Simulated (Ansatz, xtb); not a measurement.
## Relative energy of two isomers of CH2N−

Structure X is `C=[N-]`, a singlet and structure Y is `[H]/[C-]=N/[H]`, a singlet. Both are isolated ions in the gas phase, relaxed with PBE-D3(BJ)/def2-SVPD.

X (Å):

```csv
atom,x (Å),y (Å),z (Å)
C,-0.6435,-0.4318,-0.5697
N,0.2184,0.1171,-1.2809
H,-0.4497,-1.1513,0.3436
H,-1.8132,-0.3337,-0.6779
```

Y (Å):

```xyz
4

C    -1.0466    0.6485    0.5001
N    -0.3002    0.2655    1.5158
H    -0.7926    1.7636    0.3444
H    -0.5018   -0.7428    1.6890
```

Question: Which of the two would you expect CCSD(T)/def2-TZVPPD electronic energies to favour?

Answer: Structure X; the calculation gives E(Y) − E(X) = +8.2 kcal/mol.

Level by level:

```json
{"level": "GFN2-xTB", "geometry": "GFN2-xTB", "E(Y) − E(X) (kcal/mol)": "+27.4", "departure from the last row (kcal/mol)": "+19.2", "job, with rough time for the two": "optimisation, 2.6 s"}
{"level": "HF/STO-3G", "geometry": "GFN2-xTB", "E(Y) − E(X) (kcal/mol)": "+13.2", "departure from the last row (kcal/mol)": "+5.0", "job, with rough time for the two": "single point, 0.88 s"}
{"level": "r2SCAN-D4/def2-SVPD", "geometry": "GFN2-xTB", "E(Y) − E(X) (kcal/mol)": "+10.5", "departure from the last row (kcal/mol)": "+2.3", "job, with rough time for the two": "single point, 6.8 s"}
{"level": "PBE-D3(BJ)/def2-SVPD", "geometry": "PBE-D3(BJ)/def2-SVPD", "E(Y) − E(X) (kcal/mol)": "+11.0", "departure from the last row (kcal/mol)": "+2.8", "job, with rough time for the two": "optimisation, 31 s"}
{"level": "HF/def2-TZVPPD", "geometry": "PBE-D3(BJ)/def2-SVPD", "E(Y) − E(X) (kcal/mol)": "+7.4", "departure from the last row (kcal/mol)": "−0.8", "job, with rough time for the two": "part of the CCSD(T) run"}
{"level": "MP2/def2-TZVPPD", "geometry": "PBE-D3(BJ)/def2-SVPD", "E(Y) − E(X) (kcal/mol)": "+9.3", "departure from the last row (kcal/mol)": "+1.0", "job, with rough time for the two": "part of the CCSD(T) run"}
{"level": "CCSD(T)/def2-TZVPPD", "geometry": "PBE-D3(BJ)/def2-SVPD", "E(Y) − E(X) (kcal/mol)": "+8.2", "departure from the last row (kcal/mol)": "", "job, with rough time for the two": "single point, 37 s"}
```

As drawn, Y has 1 N–H in place of 1 C–H.

The levels shown agree on the order. The largest departure from CCSD(T)/def2-TZVPPD is that of GFN2-xTB, 19.2 kcal/mol.

With harmonic frequencies from PBE-D3(BJ)/def2-SVPD (ideal gas, rigid rotor, one conformer each, 1000 K, 1 atm): the zero-point term adds +1.7 kcal/mol; ΔH is +9.6 and ΔG +8.8 kcal/mol.

The T1 diagnostic of structure X is large, so the coupled-cluster value is less sure. The correlated steps freeze 2 core orbitals. Codes used: Ansatz 0.2.0, xtb 6.7.1; the last row on 1 thread of Intel(R) Xeon(R) Processor @ 2.50GHz (Skylake/Cascade Lake) on a shared host.
